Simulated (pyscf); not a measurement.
Structures and frequencies: ωB97X-D3(BJ)/def2-SVP in PySCF.

What is the homolytic dissociation enthalpy (298 K, ωB97M-D3(BJ)/def2-TZVP) of the H–In bond of `[O]=[InH]`, to [O=In]• + H•?

H–In to [O=In]• + H•: 57.4 kcal/mol. The 7 functionals that were run give +53.6 (M06-2X) to +58.4 kcal/mol (ωB97X-D3(BJ)). The radicals are drawn with the spin at the cut bond; how far it spreads was not checked. O=InH lies 62.9 kcal/mol over its isomer HO–In [singlet], and others may lie lower still (electronic energy, ωB97M-D3(BJ)). The term symbol of open-shell O=In was not checked; spin-orbit terms are left out. Elements past Kr carry the def2 core potentials, without spin-orbit coupling.
